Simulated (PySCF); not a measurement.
Dissociation curve of OH, doublet. Each curve is given relative to its own lowest point near equilibrium.

```tsv
R / Å	A	B	C	D
0.73	287.1	290.0	285.6	291.6
0.77	183.2	185.8	182.7	187.3
0.82	95.3	97.4	95.7	98.8
0.88	34.1	35.5	35.1	36.7
0.92	12.5	13.4	13.5	14.4
0.95	3.7	4.3	4.6	5.0
0.97	0.8	1.1	1.4	1.6
1.00	0.0	0.0	0.0	0.0
1.03	2.8	2.5	2.0	1.9
1.06	8.5	8.0	6.6	6.6
1.12	26.7	25.6	21.7	22.0
1.21	66.8	62.9	52.7	54.5
1.31	132.7	112.0	91.3	96.0
1.45	220.3	184.0	143.6	153.5
1.62	275.6	262.3	196.5	213.3
1.74	295.1	302.0	225.1	246.8
1.96	312.0	345.5	260.0	289.9
2.16	318.3	365.5	—	311.8
2.37	321.2	376.4	—	322.6
2.64	322.7	382.9	—	327.4
2.92	323.3	385.9	—	328.8
3.42	323.8	387.8	—	329.4
3.87	323.9	388.3	—	329.6
```

Energies in kJ/mol.

### Question
Which curve belongs to which method? The methods are PySCF with CASSCF(7,5)/6-31G; CCSD(T) on UHF/6-31G, 1 core orbital frozen (PySCF); unrestricted wB97X-V/6-31G run with PySCF; MP2 on UHF/6-31G, 1 core orbital frozen (PySCF).

### Answer
A is UMP2; B is UKS-wB97X-V; C is CASSCF(7,5); D is UCCSD(T).

A dash means that the run gave no value there, or that the column was ended at a point which the program doubted or which failed a test of continuity chosen for this set; such a test can also cut sound points.

The unrestricted determinant behind UKS-wB97X-V is spin-contaminated at 1.62 to 3.87 Å (<S²> up to 1.8, against 0.75 for a pure doublet). The natural occupations jump between 1.96 and 2.16 Å in the active space behind CASSCF(7,5). The unrestricted determinant behind UMP2, UCCSD(T) is spin-contaminated at 1.31 to 3.87 Å (<S²> up to 1.8, against 0.75 for a pure doublet).
